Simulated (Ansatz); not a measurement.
# AlH₃O (triplet): from Hartree-Fock to the top rungs at distance Al1–H4 along a hydrogen transfer = 2.331 Å, cc-pVDZ

How much of the correlation energy of AlH₃O (triplet) does each wave-function method recover here?

Method: cc-pVDZ, core rule «outside noble gas», up to 6 orbitals frozen; program: Ansatz 0.2.0, Gaussian basis.

To be run: UHF; CCSD(T) on ROHF; CCSD(T) on UHF; BCCD(T) on ROHF; CISD; CCSDT(Q) on ROHF; CCSDT(Q) on UHF; CASSCF and MRCISD+Q, 4 electrons in 4 orbitals; CASSCF and NEVPT2, 4 electrons in 4 orbitals.

13 further runs of the same task are left out: 9 for a known fault of the program, 4 that didn't finish.

## 1. The geometry

The geometry derives from fragments relaxed apart (PBE0/def2-TZVP) and kept rigid, so it is no stationary point. A hydrogen atom is moved between rigid fragments.

5 atoms, charge 0, spin multiplicity 3.

Atoms are counted from 1 here; the program's logs count them from 0.

Bond lengths: Al1–H2 1.586 Å, Al1–H3 1.586 Å, H4–O5 0.990 Å. Angles: H2–Al1–H3 120.0°.

## 2. UHF

Input file in.yaml:

```yaml
crystal:
  periodic: [false, false, false]
  atoms:
    - {symbol: Al, position_ang: [-1.171294, 0.000000, 0.000000]}
    - {symbol: H, position_ang: [-1.964217, 1.373384, 0.000000]}
    - {symbol: H, position_ang: [-1.964217, -1.373384, 0.000000]}
    - {symbol: H, position_ang: [1.159706, 0.000000, 0.000000]}
    - {symbol: O, position_ang: [2.149706, 0.000000, 0.000000]}
basis:
  gaussian: {orbitals: cc-pVDZ}
magnetization: {spin_polarized: true, initial_magnetization: 2}
hamiltonian: {xc: hf}
output: {orbitals: {seedname: orbitals}}
```

The run is started by

```console
ansatz run in.yaml --threads 1 --pin off --events-out ev --progress --plain --max-ram 2393MiB
```

After this run come: CCSD(T) on ROHF; CCSD(T) on UHF; BCCD(T) on ROHF; CISD; CCSDT(Q) on ROHF; CCSDT(Q) on UHF; CASSCF and MRCISD+Q, 4 electrons in 4 orbitals; CASSCF and NEVPT2, 4 electrons in 4 orbitals.

**Question.** What will the summary of the whole plan be? Wanted: UCCSDT(Q) below the RHF energy; RMP2 from UCCSDT(Q); UMP2 from UCCSDT(Q); RCCSD from UCCSDT(Q); RCCSD(T) from UCCSDT(Q); UCCSD(T) from UCCSDT(Q); RCCSDT(Q) from UCCSDT(Q); NEVPT2 pair from UCCSDT(Q); MRCISD+Q pair from UCCSDT(Q).

The runs gave:

| quantity | value |
| --- | --- |
| UCCSDT(Q) below the RHF energy | -6.8707 eV |
| RMP2 from UCCSDT(Q) | +1040.2 meV |
| UMP2 from UCCSDT(Q) | +1039.8 meV |
| RCCSD from UCCSDT(Q) | +117.6 meV |
| RCCSD(T) from UCCSDT(Q) | +28.0 meV |
| UCCSD(T) from UCCSDT(Q) | +27.0 meV |
| RCCSDT(Q) from UCCSDT(Q) | +1.1 meV |
| NEVPT2 pair from UCCSDT(Q) | +994.6 meV |
| MRCISD+Q pair from UCCSDT(Q) | +43.3 meV |
| levels within 1 kcal/mol (43 meV) | RCCSD(T), UCCSD(T), BCCD(T), RCCSDT, UCCSDT, RCCSDT(Q), MRCISD+Q pair |
| T1 diagnostic | 0.017 |

RCCSD(T) lands +28.0 meV from the yardstick (0.4 % of the correlation energy). Of the multireference levels listed MRCISD+Q pair comes nearest in total energy (+43.3 meV), which doesn't show that its space is the better one. These misses are within one basis, not against nature; the frozen cores of restricted and unrestricted runs differ, which can shift their rows.
